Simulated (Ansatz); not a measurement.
# CO (singlet): wave-function methods side by side, 6-31G

An exercise on one series of results from a longer session: the logs are not shown, and one member is left open.

Computed with Ansatz 0.2.0, Gaussian basis. Level: 6-31G, core rule «outside noble gas», up to 2 orbitals frozen.

Plan: UHF; CCSD(T) on RHF; BCCD(T) on RHF; CISD; CCSDT(Q) on RHF; CISDTQ; CCSDTQ on RHF; CASSCF and MRCISD+Q, 10 electrons in 8 orbitals; CASSCF and NEVPT2, 10 electrons in 8 orbitals; Full CI.

9 further runs of the same task are left out: 9 set aside as unsound or not needed.

### What is computed

The geometry is an MP2(full)/6-31G* stationary point (not a proven minimum).

2 atoms, charge 0, spin multiplicity 1.

Atoms are counted from 1 here; the program's logs count them from 0.

Bond lengths: O1–C2 1.150 Å.

Set-up of the first run:

in.yaml

```yaml
crystal:
  periodic: [false, false, false]
  atoms:
    - {symbol: O, position_ang: [0.000000, 0.000000, 0.000000]}
    - {symbol: C, position_ang: [0.000000, 0.000000, 1.150340]}
basis:
  gaussian: {orbitals: 6-31G}
magnetization: {spin_polarized: true, initial_magnetization: 0}
hamiltonian: {xc: hf}
output: {orbitals: {seedname: orbitals}}
```

Started as:

```bash
ansatz run in.yaml --threads 1 --pin off --events-out ev --progress --plain --max-ram 3956MiB --backend cpu
```

Steps of the session up to this table: UHF; CCSD(T) on RHF; BCCD(T) on RHF; CISD; CCSDT(Q) on RHF; CISDTQ; CCSDTQ on RHF; CASSCF and MRCISD+Q, 10 electrons in 8 orbitals; CASSCF and NEVPT2, 10 electrons in 8 orbitals; Full CI.

One of the session's tables, all rows but one given; the rest of the session is left out.

```
          method  from FCI (kcal/mol)
             RHF              +138.12
            RMP2                +3.78
            CISD               +14.39
           RCCSD                +6.35
        RCCSD(T)                +0.80
         BCCD(T)                +0.66
          RCCSDT                    ?
          CISDTQ                +0.93
       RCCSDT(Q)                -0.02
         RCCSDTQ                +0.04
  CASSCF valence               +48.37
  NEVPT2 valence               +11.88
  MRCISD valence                +2.04
MRCISD+Q valence                +0.78
             FCI                    0
```

Estimate the missing values for RCCSDT.

**Answer.** from FCI (kcal/mol): +0.51. In the column «from FCI (kcal/mol)» it lies between RCCSDTQ (+0.04) and BCCD(T) (+0.66).

With the free atoms at the same levels and basis (separate runs), the atomisation energy is 9.051 eV at FCI, 9.021 eV at RCCSD(T), 5.665 eV at RHF.
